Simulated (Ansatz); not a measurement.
# Counterpoise correction, worked out

The pair of HCl (SMILES Cl, atoms 1–2) and CH$_{4}$O (SMILES CO, atoms 3–8), both closed shells, in one local arrangement (a lower one may exist), relaxed at PBE0-D4/def2-TZVP:

Cl1  (0.602, 0.831, -2.647)
H2  (0.529, 0.099, -1.559)
C3  (-0.201, 0.142, 0.918)
O4  (0.313, -0.748, -0.063)
H5  (0.503, 0.969, 0.991)
H6  (-0.273, -0.346, 1.894)
H7  (-1.180, 0.539, 0.633)
H8  (-0.293, -1.486, -0.168)
(Å)

Program: Ansatz 0.2.0. Basis: def2-TZVPPD. Cores are frozen in the correlated methods.

CCSD(T) total energies in eV:

| system | geometry | basis functions | energy |
| --- | --- | --- | --- |
| pair | pair | all | -15671.10790 |
| HCl | as in the pair | all (partner as ghosts) | -12526.31653 |
| CH$_{4}$O | as in the pair | all (partner as ghosts) | -3144.53878 |
| HCl | as in the pair | its own | -12526.29820 |
| CH$_{4}$O | as in the pair | its own | -3144.52252 |
| HCl | free (PBE0-D4 minimum) | its own | -12526.32009 |
| CH$_{4}$O | free (PBE0-D4 minimum) | its own | -3144.52056 |

Work out the interaction energy with and without the counterpoise correction, the superposition error, and the binding energy from the relaxed fragments.

Without correction: -15671.10790 − (-12526.29820) − (-3144.52252) = -0.28718 eV.
With correction (each fragment in the whole basis): -15671.10790 − (-12526.31653) − (-3144.53878) = -0.25259 eV = -5.82 kcal/mol.
The superposition error is the difference, 0.03459 eV, 12 % of the uncorrected value: each fragment borrows its partner's functions.
Deformation from the free shapes: 0.02189 eV for HCl and -0.00196 eV for CH$_{4}$O (a small negative value is possible, since the free shapes are minima of another method).
Binding energy from relaxed fragments: -0.25259 + 0.02189 + (-0.00196) = -0.23266 eV = -5.37 kcal/mol (electronic, without zero-point energy; negative means bound). For comparison, the corrected interaction energy by CCSD(T) at an estimated basis limit (MP2 extrapolated from triple and quadruple zeta, plus CCSD(T) − MP2 in triple zeta) is -0.286 eV; triple zeta with the correction binds less.

The T1 diagnostic stays at or below 0.010.

For scale, one of the runs: CCSD(T)/def2-TZVPPD, 213 basis functions, launched by `ansatz run in.yaml --threads 4 --pin off --events-out ev --progress --plain --max-ram 9574MiB`. Time: 37 s of wall clock on 4 CPU threads of an Arm Neoverse V1; the host was shared. Peak host memory: 3 GiB.
